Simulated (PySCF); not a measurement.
# Relaxation of singlet SiO2

Method: B3LYP/[Si def2-TZVP, O def2-TZVP], no relativity, density fitting, PySCF. A (50,194) grid was used.

A hand-made bent start, of C2v symmetry, held to at least that symmetry:

```xyz
3
charge 0 multiplicity 1, angstrom
Si    0.0000    0.0000   -0.5018
O     1.3434    0.0000    0.4389
O    -1.3434    0.0000    0.4389
```

Optimiser trace:
| step | E − E(last) (kJ/mol) | largest gradient (Eh/bohr) |
| --- | --- | --- |
| 0 | 242.81 | 0.14016 |
| 1 | 94.27 | 0.06868 |
| 2 | 29.62 | 0.04010 |
| 3 | 5.51 | 0.02483 |
| 4 | 0.45 | 0.00401 |
| 5 | 0.05 | 0.00303 |
| 6 | 0.01 | 0.00100 |
| 7 | 0.00 | 0.00001 |

It ends at D∞h with Si–O 1.510 Å (×2); O–Si–O 180.0°. A frequency run shows a minimum. Other isomers or separated fragments may lie lower.
